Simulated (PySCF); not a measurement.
**C₅H₇F: NMR shifts and spin-spin couplings**

Aim: predict the NMR shifts and spin-spin couplings of C₅H₇F (`FC=C1CCC1`).

Computed with PySCF 2.14.0, with density-fitted response routines of our own, on a single molecule in the gas phase. Atoms count from 0, in the outputs and in this text.

### 1 The molecule as given

13 atoms, charge 0, multiplicity 1; geometry from: GFN2-xTB.

Bonds of the start (Å): F0–C1 1.35, C1–C2 1.32, C2–C3 1.50, C3–C4 1.54, C4–C5 1.54, C5–C2 1.50, C1–H6 1.08, C3–H7 1.09, C3–H8 1.09, C4–H9 1.09, C4–H10 1.09, C5–H11 1.09, C5–H12 1.09.

### 2 NMR shieldings: PBE0/pcSseg-1

Job settings and geometry (Å):

```
{"job": {"kind": "nmr", "xc": "PBE0", "basis": "pcSseg-1"}, "charge": 0, "multiplicity": 1}
F      2.480734     1.297861     0.802771
C      1.936760     0.162155     0.310272
C      0.642563     0.046689     0.101532
C     -0.535155     0.960928     0.290453
C     -1.444705    -0.157704    -0.250681
C     -0.213777    -1.068672    -0.426963
H      2.681722    -0.597452     0.123812
H     -0.716056     1.247461     1.325642
H     -0.499955     1.865574    -0.314938
H     -1.952774     0.091271    -1.178927
H     -2.175436    -0.526128     0.464840
H      0.005270    -1.354750    -1.454914
H     -0.213578    -1.966745     0.189373
```

With the program's defaults for keys left out, this is: GIAO PBE0/pcSseg-1 NMR shielding, non-relativistic, gas phase.

What it wrote:

```text
coarse grid: 10856 points
cycle   1  E = -294.0776951249  dE =  8.205e-01  |g| = 4.656e-01  |ddm| = 3.261e+00
cycle   2  E = -294.0505793459  dE =  2.712e-02  |g| = 6.153e-01  |ddm| = 8.408e-01
cycle   3  E = -294.1203361451  dE = -6.976e-02  |g| = 7.563e-02  |ddm| = 4.968e-01
cycle   4  E = -294.1214304827  dE = -1.094e-03  |g| = 3.586e-02  |ddm| = 8.918e-02
cycle   5  E = -294.1217011039  dE = -2.706e-04  |g| = 1.010e-02  |ddm| = 3.423e-02
cycle   6  E = -294.1217199430  dE = -1.884e-05  |g| = 3.519e-03  |ddm| = 1.180e-02
cycle   7  E = -294.1217226295  dE = -2.686e-06  |g| = 3.311e-04  |ddm| = 3.291e-03
final grid: 105248 points
cycle   8  E = -294.1650904871  dE = -3.230e-05  |g| = 7.500e-03  |ddm| = 3.149e-02
cycle   9  E = -294.1650830473  dE =  7.440e-06  |g| = 9.664e-03  |ddm| = 1.524e-02
cycle  10  E = -294.1651041090  dE = -2.106e-05  |g| = 1.587e-03  |ddm| = 8.776e-03
cycle  11  E = -294.1651046254  dE = -5.164e-07  |g| = 2.246e-04  |ddm| = 1.513e-03
cycle  12  E = -294.1651046353  dE = -9.866e-09  |g| = 1.108e-04  |ddm| = 2.278e-04
cycle  13  E = -294.1651046376  dE = -2.341e-09  |g| = 1.942e-05  |ddm| = 9.024e-05
cycle  14  E = -294.1651046377  dE = -6.412e-11  |g| = 6.930e-06  |ddm| = 1.978e-05
converged SCF energy = -294.1651046377

GIAO shielding tensors (ppm)
atom      isotropic    diamagn.    paramagn.     s11        s22        s33       span
  0 F      307.599     471.922    -164.323    218.467    283.337    420.992    202.525
  1 C       33.771     246.620    -212.850    -59.669     78.903     82.079    141.748
  2 C       61.082     261.844    -200.762    -32.064     68.497    146.814    178.877
  3 C      160.680     246.073     -85.393    153.713    153.916    174.411     20.698
  4 C      170.192     250.169     -79.977    162.575    165.774    182.227     19.652
  5 C      161.646     246.947     -85.300    149.934    159.645    175.361     25.427
  6 H       24.938      29.713      -4.775     22.549     24.245     28.018      5.469
  7 H       28.770      29.460      -0.690     25.231     27.263     33.816      8.585
  8 H       28.772      29.473      -0.701     25.228     27.268     33.819      8.590
  9 H       29.673      29.677      -0.004     26.819     26.942     35.257      8.438
 10 H       29.679      29.670       0.009     26.822     26.936     35.279      8.457
 11 H       28.908      29.655      -0.746     25.539     26.913     34.273      8.734
 12 H       28.906      29.648      -0.742     25.539     26.918     34.262      8.723
```

Run time: 19 s. Hardware: 1 thread, shared host.

The references, computed at this level on geometries of the same kind, shield at (ppm): ¹H TMS 31.72, ¹³C TMS 186.9, ¹⁹F CFCl3 170.9. Their shielding less the atom's gives the shift. The references are single molecules in the gas phase, so shifts against H2O, NH3, PH3, H3PO4 or CFCl3 are not on the usual liquid scales and can be off by tens of ppm. Atoms listed in one row are averaged.

| atoms | environment | σ (ppm) | δ (ppm) | δ scaled to CDCl3 |
| --- | --- | --- | --- | --- |
| C1 | alkene CH | 33.8 | 153.2 | 147.6 |
| C2 | fully substituted alkene carbon | 61.1 | 125.8 | 120.9 |
| C3 | allylic sp3 CH2 | 160.7 | 26.2 | 23.7 |
| C5 | allylic sp3 CH2 | 161.6 | 25.3 | 22.8 |
| C4 | sp3 CH2 in a ring | 170.2 | 16.7 | 14.4 |
| H6 | hydrogen on an alkene CH | 24.94 | 6.78 | 6.50 |
| H7, H8 | hydrogen on an allylic sp3 CH2 | 28.77 | 2.95 | 2.88 |
| H11, H12 | hydrogen on an allylic sp3 CH2 | 28.91 | 2.81 | 2.75 |
| H9, H10 | hydrogen on an sp3 CH2 in a ring | 29.68 | 2.04 | 2.03 |
| F0 | vinylic fluorine | 307.6 | -136.7 | – |

The scaled column applies a straight-line fit of computed shieldings to shifts measured in CDCl3, and one for carbons that bear F (root-mean-square error 0.16 ppm for H, 1.9 ppm for C).

The run also stored atomic charges by several schemes (e):

| atoms | Mulliken | IAO | Hirshfeld | ESP fit |
| --- | --- | --- | --- | --- |
| F0 | -0.29 | -0.28 | -0.10 | -0.12 |
| C1 | 0.31 | 0.11 | 0.02 | -0.23 |
| C2 | -0.41 | -0.04 | -0.02 | 0.15 |
| C3 | -0.12 | -0.27 | -0.07 | -0.15 |
| C4 | -0.24 | -0.26 | -0.07 | -0.08 |
| C5 | -0.12 | -0.27 | -0.07 | -0.18 |

Mayer bond orders: F0–C1 0.94, C1–C2 1.86, C2–C3 1.01, C3–C4 1.04, C4–C5 1.04, C5–C2 1.00.

Ring of atoms C2, C3, C4, C5: NICS(0) 2.3, NICS(1) 0.0, NICS(1)zz 3.2 ppm (means of both faces).

### 3 J couplings: B3LYP/pcJ-1

Same as in step 2 but for these lines:

```diff
@@ -1,2 +1,2 @@
-{"job": {"kind": "nmr", "xc": "PBE0", "basis": "pcSseg-1"}, "charge": 0, "multiplicity": 1}
+{"job": {"kind": "j", "xc": "B3LYP", "basis": "pcJ-1"}, "charge": 0, "multiplicity": 1}
 F      2.480734     1.297861     0.802771
```

Method: B3LYP/pcJ-1 indirect spin-spin coupling, non-relativistic, gas phase.

What it wrote:

```text
coarse grid: 10856 points
cycle   1  E = -294.4335884900  dE =  7.422e-01  |g| = 5.309e-01  |ddm| = 3.008e+00
cycle   2  E = -294.3857238185  dE =  4.786e-02  |g| = 7.399e-01  |ddm| = 9.787e-01
cycle   3  E = -294.4869967153  dE = -1.013e-01  |g| = 9.944e-02  |ddm| = 5.918e-01
cycle   4  E = -294.4886962371  dE = -1.700e-03  |g| = 5.353e-02  |ddm| = 1.163e-01
cycle   5  E = -294.4893033806  dE = -6.071e-04  |g| = 1.473e-02  |ddm| = 4.808e-02
cycle   6  E = -294.4893419017  dE = -3.852e-05  |g| = 4.994e-03  |ddm| = 1.542e-02
cycle   7  E = -294.4893470515  dE = -5.150e-06  |g| = 4.954e-04  |ddm| = 4.445e-03
final grid: 105248 points
cycle   8  E = -294.5419699437  dE = -1.295e-04  |g| = 6.665e-03  |ddm| = 2.388e-02
cycle   9  E = -294.5419616832  dE =  8.261e-06  |g| = 9.197e-03  |ddm| = 1.235e-02
cycle  10  E = -294.5419791924  dE = -1.751e-05  |g| = 1.438e-03  |ddm| = 7.691e-03
cycle  11  E = -294.5419795000  dE = -3.075e-07  |g| = 7.024e-04  |ddm| = 1.687e-03
cycle  12  E = -294.5419796045  dE = -1.046e-07  |g| = 1.643e-04  |ddm| = 5.469e-04
cycle  13  E = -294.5419796100  dE = -5.447e-09  |g| = 1.948e-05  |ddm| = 1.275e-04
cycle  14  E = -294.5419796100  dE = -5.969e-11  |g| = 9.438e-06  |ddm| = 2.211e-05
converged SCF energy = -294.5419796100

Indirect spin-spin couplings (Hz)
  i      j    bonds     total        FC       PSO       DSO        SD
  0 F    1 C    1   -318.730  -318.745    -1.991     0.688     1.319
  0 F    2 C    2      9.341    21.145   -24.607    -0.167    12.970
  0 F    3 C    3      6.080     7.109    -0.774    -0.008    -0.247
  0 F    4 C    4     -0.924    -0.620     0.232    -0.266    -0.270
  0 F    5 C    3      7.181     8.801    -2.667    -0.326     1.373
  0 F    6 H    2     88.655    85.845     7.032    -1.718    -2.505
  0 F    7 H    4      5.114     5.635    -0.166     0.014    -0.369
  0 F    8 H    4      5.070     5.588    -0.174     0.025    -0.370
  0 F    9 H    5     -0.828    -0.347     0.731    -1.014    -0.198
  0 F   10 H    5     -0.831    -0.348     0.736    -1.019    -0.199
  0 F   11 H    4      5.299     5.427     0.739    -1.153     0.287
  0 F   12 H    4      5.370     5.493     0.744    -1.156     0.288
  1 C    2 C    1     98.787   107.451    -8.949     0.286         -
  1 C    3 C    2     -2.734    -2.289    -0.413    -0.032         -
  1 C    4 C    3      7.739     7.696     0.124    -0.081         -
  1 C    5 C    2      5.283     5.478    -0.175    -0.020         -
  1 C    6 H    1    202.357   201.718    -0.410     1.048         -
  1 C    7 H    3      4.807     5.032    -0.069    -0.156         -
  1 C    8 H    3      4.800     5.027    -0.073    -0.154         -
  1 C    9 H    4      1.323     1.281     0.374    -0.333         -
  1 C   10 H    4      1.360     1.318     0.377    -0.335         -
  1 C   11 H    3      3.933     4.120    -0.101    -0.086         -
  1 C   12 H    3      3.932     4.119    -0.098    -0.088         -
  2 C    3 C    1     35.471    35.457    -0.249     0.262         -
  2 C    4 C    2    -11.030   -10.912    -0.182     0.064         -
  2 C    5 C    1     37.132    36.940    -0.065     0.257         -
  2 C    6 H    2     14.592    15.829    -0.843    -0.393         -
  2 C    7 H    2     -7.637    -7.871     0.300    -0.067         -
  2 C    8 H    2     -7.622    -7.854     0.299    -0.067         -
  2 C    9 H    3      3.763     3.899     0.170    -0.306         -
  2 C   10 H    3      3.848     3.985     0.172    -0.310         -
  2 C   11 H    2     -7.583    -7.787     0.290    -0.086         -
  2 C   12 H    2     -7.579    -7.785     0.293    -0.087         -
  3 C    4 C    1     30.006    28.591     1.211     0.205         -
  3 C    5 C    2     -4.569    -4.445    -0.148     0.024         -
  3 C    6 H    3      6.944     7.111     0.311    -0.478         -
  3 C    7 H    1    141.503   139.922     0.702     0.879         -
  3 C    8 H    1    141.500   139.920     0.701     0.879         -
  3 C    9 H    2     -3.453    -3.662     0.409    -0.200         -
  3 C   10 H    2     -3.425    -3.635     0.411    -0.202         -
  3 C   11 H    3      4.197     4.302     0.285    -0.390         -
  3 C   12 H    3      4.108     4.212     0.283    -0.388         -
  4 C    5 C    1     29.968    28.561     1.204     0.203         -
  4 C    6 H    4     -0.505    -0.497     0.340    -0.348         -
  4 C    7 H    2     -3.411    -3.634     0.440    -0.217         -
  4 C    8 H    2     -3.390    -3.611     0.439    -0.218         -
  4 C    9 H    1    141.133   139.574     0.754     0.805         -
  4 C   10 H    1    141.266   139.709     0.752     0.805         -
  4 C   11 H    2     -3.575    -3.800     0.447    -0.222         -
  4 C   12 H    2     -3.594    -3.819     0.446    -0.221         -
  5 C    6 H    3      3.884     3.887     0.042    -0.045         -
  5 C    7 H    3      4.141     4.239     0.289    -0.387         -
  5 C    8 H    3      4.250     4.349     0.291    -0.389         -
  5 C    9 H    2     -3.338    -3.542     0.410    -0.207         -
  5 C   10 H    2     -3.323    -3.526     0.411    -0.208         -
  5 C   11 H    1    140.261   138.659     0.749     0.853         -
  5 C   12 H    1    140.268   138.667     0.749     0.853         -
  6 H    7 H    4     -3.856    -3.692     1.535    -1.698         -
  6 H    8 H    4     -3.843    -3.679     1.536    -1.700         -
  6 H   11 H    4     -3.171    -3.098    -0.074     0.001         -
  6 H   12 H    4     -3.193    -3.119    -0.065    -0.009         -
  7 H    8 H    2    -19.189   -19.371     2.449    -2.268         -
  7 H    9 H    3      6.679     6.758     2.214    -2.293         -
  7 H   10 H    3     11.933    11.971    -0.093     0.056         -
  7 H   11 H    4     -5.303    -5.178     2.220    -2.346         -
  7 H   12 H    4     -1.310    -1.164     0.957    -1.103         -
  8 H    9 H    3     11.935    11.972    -0.100     0.063         -
  8 H   10 H    3      6.593     6.672     2.207    -2.287         -
  8 H   11 H    4     -1.229    -1.083     0.971    -1.117         -
  8 H   12 H    4     -5.302    -5.176     2.220    -2.346         -
  9 H   10 H    2    -12.694   -12.838     2.670    -2.527         -
  9 H   11 H    3     11.822    11.862    -0.082     0.042         -
  9 H   12 H    3      6.534     6.617     2.229    -2.312         -
 10 H   11 H    3      6.447     6.530     2.221    -2.305         -
 10 H   12 H    3     11.816    11.856    -0.082     0.042         -
 11 H   12 H    2    -18.210   -18.378     2.540    -2.372         -
```

It took 51 s on 1 thread, shared host.

A choice of the couplings up to four bonds, sorted by the number of bonds, with means over like pairs; isotopes 13C, 19F, 1H:

| pair | bonds | J (Hz) | Fermi contact (Hz) | dihedral (°) |
| --- | --- | --- | --- | --- |
| F0–C1 | 1 | -318.7 | -318.7 | – |
| C1–H6 | 1 | 202.4 | 201.7 | – |
| C3–H7 | 1 | 141.5 | 139.9 | – |
| C4–H9 | 1 | 141.2 | 139.6 | – |
| C5–H11 | 1 | 140.3 | 138.7 | – |
| C1–C2 | 1 | 98.8 | 107.5 | – |
| C2–C5 | 1 | 37.1 | 36.9 | – |
| C2–C3 | 1 | 35.5 | 35.5 | – |
| C3–C4 | 1 | 30.0 | 28.6 | – |
| F0–H6 | 2 | 88.7 | 85.8 | – |
| H7–H8 | 2 | -19.2 | -19.4 | – |
| H11–H12 | 2 | -18.2 | -18.4 | – |
| C2–H6 | 2 | 14.6 | 15.8 | – |
| H9–H10 | 2 | -12.7 | -12.8 | – |
| C2–C4 | 2 | -11.0 | -10.9 | – |
| F0–C2 | 2 | 9.3 | 21.1 | – |
| C2–H7 | 2 | -7.6 | -7.9 | – |
| C2–H11 | 2 | -7.6 | -7.8 | – |
| H7–H10 | 3 | 11.9 | 12.0 | 1 |
| H9–H11 | 3 | 11.8 | 11.9 | 0 |
| C1–C4 | 3 | 7.7 | 7.7 | – |
| F0–C5 | 3 | 7.2 | 8.8 | 180 |
| C3–H6 | 3 | 6.9 | 7.1 | 180 |
| H7–H9 | 3 | 6.6 | 6.7 | 127 |
| H9–H12 | 3 | 6.5 | 6.6 | -127 |
| F0–C3 | 3 | 6.1 | 7.1 | 0 |
| C1–H7 | 3 | 4.8 | 5.0 | -63 |
| F0–H11 | 4 | 5.3 | 5.5 | – |
| H7–H11 | 4 | -5.3 | -5.2 | – |
| F0–H7 | 4 | 5.1 | 5.6 | – |
| H6–H7 | 4 | -3.8 | -3.7 | – |
| H6–H11 | 4 | -3.2 | -3.1 | – |
| C1–H9 | 4 | 1.3 | 1.3 | – |
| H7–H12 | 4 | -1.3 | -1.1 | – |

Where two rows join the same classes of atoms, they are the two kinds of pair (J and J′ of an AA′XX′ pattern), each a mean over its own pairs alone.

The spin-dipole term was solved for some atoms only; pairs without it lack that part.

Joined with the shifts from before (PBE0/pcSseg-1, unscaled), the couplings predict the line list below for 600 MHz.

¹H NMR δ 6.78 (d of quint, J = 88.7, 3.5 Hz, 1H), 2.95 (m, 2H), 2.81 (m, 2H), 2.04 (m, 2H).

### 4 Outcome

| quantity | value |
| --- | --- |
| ¹³C shifts against TMS (PBE0/pcSseg-1) | 153.2, 125.8, 26.2, 25.3, 16.7 ppm |
| ¹H shifts against TMS (PBE0/pcSseg-1, means over atoms taken as alike) | 6.78, 2.95, 2.81, 2.04 ppm |
| ¹⁹F shifts against CFCl3 (PBE0/pcSseg-1) | -136.7 ppm |
| largest coupling of the table (B3LYP/pcJ-1) | ¹J(F,C) F0–C1, -318.7 Hz |

What this shows: The most deshielded hydrogen is H6 (hydrogen on an alkene CH), at 6.78 ppm: attached to an sp2 carbon and in the plane of the double bond. At PBE0/pcSseg-1: The widest tensor belongs to F0: span 203 ppm, with a paramagnetic part of -164 ppm. Of the pairs tabulated at B3LYP/pcJ-1, F0–C1 couples most strongly (-318.7 Hz; Fermi contact -318.7 Hz). Couplings across rotatable bonds belong to this one conformer; where others are populated, the observed values are averages.
